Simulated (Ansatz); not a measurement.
A nudged elastic band was laid between two geometries of C$_{4}$H$_{5}$N (10 atoms, charge 0, multiplicity 1).

Method: Ansatz, RKS r2SCAN-D4/def2-SVP.

| Property | Result |
| --- | --- |
| movable images | 5 |
| climbing image | yes |
| spring | 5.0 eV/Å² |
| optimiser | quadratic models (default) |
| start path | IDPP |
| force threshold | 0.03 eV/Å |
| iteration limit | 60 |
| end points | relaxed |

First end point:

```xyz
10
Properties=species:S:1:pos:R:3
C -1.300 -0.105 -0.962
C -0.350 -0.862 -0.397
N 0.946 -0.425 -0.032
C 1.139 0.122 1.346
C 1.067 1.005 0.413
H -2.235 -0.544 -1.317
H -1.160 0.973 -1.103
H -0.487 -1.943 -0.261
H 1.311 -0.263 2.347
H 1.152 1.991 -0.032
```

Last end point:

```xyz
10
Properties=species:S:1:pos:R:3
C -0.913 -0.627 -1.584
C -0.541 -0.305 -0.341
N 0.724 0.306 -0.082
C 1.233 0.015 1.312
C 0.706 1.173 1.156
H -1.881 -1.093 -1.778
H -0.243 -0.425 -2.425
H -1.197 -0.499 0.528
H 1.775 -0.784 1.808
H 0.419 2.189 1.409
```

Problem. What changes between the two ends?

Solution. No bond is made or broken. The dihedral H8–C2–N3–C5 goes from -153 to -28°.

Problem. What energy profile does the band end with?

Solution. The forces met the threshold. The highest image is number 3 of 0 to 6, 8.6 kJ/mol above the first end and 7.9 kJ/mol above the last; the last end lies 0.7 kJ/mol above the first. A vibrational analysis at the climbing image gives one clearly imaginary mode, 124i cm⁻¹: a first-order saddle point.

```tsv
image	path coordinate (Å)	energy (kJ/mol)	dihedral H8–C2–N3–C5 (°)
0	0.00	0.0	-153
1	0.64	2.0	-135
2	1.27	6.3	-113
3	1.91	8.6	-91
4	2.55	6.5	-69
5	3.19	2.6	-48
6	3.83	0.7	-28
```

Problem. What is the geometry of the highest image?

Solution. 
```xyz
10
Properties=species:S:1:pos:R:3
C -1.173 -0.217 -1.389
C -0.422 -0.619 -0.355
N 0.874 -0.094 -0.083
C 1.243 -0.060 1.368
C 0.906 1.076 0.873
H -2.137 -0.687 -1.595
H -0.832 0.584 -2.051
H -0.761 -1.435 0.302
H 1.631 -0.749 2.113
H 0.754 2.149 0.820
```

Problem. What are the harmonic wavenumbers there?

Solution. 124i, 266, 317, 438, 564, 599, 735, 748, 821, 867, 952, 965, 983, 1074, 1185, 1302, 1396, 1688, 1794, 3099, 3149, 3258, 3281, 3347 cm⁻¹.

The run took 110 s on 2 threads of Arm Neoverse V1, on a shared host, peak memory 0.2 GiB.
